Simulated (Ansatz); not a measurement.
# Mean errors over 8 vertical spin gaps

Ansatz 0.2.0, functionals in def2-QZVPP, HF, MP2 and coupled cluster extrapolated from def2-TZVPP and def2-QZVPP (exp(−7.88 √X), X^−2.97); geometries are PBE0/def2-TZVP minima. Wave-function levels freeze the cores; HF, MP2 and coupled cluster are restricted for singlets and unrestricted otherwise, Kohn–Sham unrestricted where that lies lower. The best estimate adds to that CCSD(T) limit the step from CCSD(T) to the highest level run in a smaller set (CCSDT(Q)/cc-pVDZ, CCSDT(Q)/cc-pVTZ, CCSDTQ/cc-pVDZ, full CI/cc-pVQZ, full CI/cc-pVTZ). It lacks core correlation, which semilocal and hybrid functionals hold and which counts in their errors here, (a few kJ/mol in atomization energies of light atoms) is good to about 1 kcal/mol where the step is under 0.06 eV, as here, and is no measured value. An error is the level's value less this estimate. Energies are electronic, without zero-point terms. No spin–orbit coupling and no scalar relativity. CCSD(T)'s error is that step with its sign reversed, by construction, and steps from double-zeta sets run high. The species are chosen: bound, without strong static correlation by their natural occupations or amplitudes, in their lowest spin state as far as vertical gaps and like structures tell, without the heavier p-block dimers whose ³Σ⁻ and ³Π states nearly coincide, and with a ladder that closes on the reference, so errors are smaller than for species at large; levels whose determinant breaks symmetry or spin markedly are left out.

```
                                                                                                                      species                        quantity                                    reference  value (eV)  error MP2  error CCSD  error CCSD(T)  error PBE  error B97M-V  error B3LYP  error wB97M-V
                                     HSi–NH, doublet (N–Si 1.594, Si–H 1.515, N–H 1.008, angles at N 134°, angles at Si 110°)  quartet less doublet, vertical             limit + step to CCSDT(Q)/cc-pVTZ       3.574     -0.086      -0.252         -0.047      0.020        -0.151       -0.070          0.003
                                                              H2Al–P, triplet (Al–P 2.334, Al–H 1.588, angles at Al 120/121°)  quintet less triplet, vertical             limit + step to CCSDT(Q)/cc-pVDZ       4.060      0.035       0.030          0.007     -0.337        -0.014       -0.017          0.132
                                                                                                    AlH, singlet (Al–H 1.665)  triplet less singlet, vertical              limit + step to full CI/cc-pVQZ       1.902     -0.106       0.007          0.005     -0.206         0.085        0.002          0.200
Si2H2 (H-bridged), singlet (Si–Si 2.101, Si–H 1.493/1.638/1.718, angles at Si 50°, angles at Si 53/108/161°, angles at H 77°)  triplet less singlet, vertical  limit + step to CCSDTQ and CCSDT(Q)/cc-pVDZ       2.283      0.144      -0.106          0.003     -0.216        -0.207       -0.210         -0.088
    CHAlN, doublet (C–Al 2.161, N–Al 2.007, C–N 1.217, C–H 1.095, angles at C 66/137/157°, angles at Al 34°, angles at N 80°)  quartet less doublet, vertical             limit + step to CCSDT(Q)/cc-pVDZ       2.633     -0.089      -0.030          0.000     -0.059         0.174        0.146          0.399
                                    HN–B–Si, doublet Π (B–N 1.246, B–Si 1.991, N–H 0.993, angles at B 180°, angles at N 180°)  quartet less doublet, vertical             limit + step to CCSDT(Q)/cc-pVDZ       1.465     -0.107      -0.009         -0.002     -0.049         0.034        0.195          0.227
                                                                                                  SiH, doublet Π (Si–H 1.532)  quartet less doublet, vertical              limit + step to full CI/cc-pVTZ       1.696     -0.114      -0.002          0.000     -0.084         0.075        0.196          0.234
                                    HB–N–Si, doublet Π (B–N 1.266, N–Si 1.683, B–H 1.171, angles at N 180°, angles at B 180°)  quartet less doublet, vertical             limit + step to CCSDT(Q)/cc-pVDZ       3.056     -0.181      -0.050         -0.003     -0.023         0.190        0.242          0.380
```

```csv
level,mean absolute error (eV),mean signed error,largest error
CCSD(T),0.008,-0.005,-0.047 (HSi–NH)
CCSD,0.061,-0.051,-0.252 (HSi–NH)
MP2,0.108,-0.063,-0.181 (HB–N–Si)
B97M-V,0.116,0.023,-0.207 (Si2H2 (H-bridged))
PBE,0.124,-0.119,-0.337 (H2Al–P)
B3LYP,0.135,0.061,0.242 (HB–N–Si)
wB97M-V,0.208,0.186,0.399 (CHAlN)
```
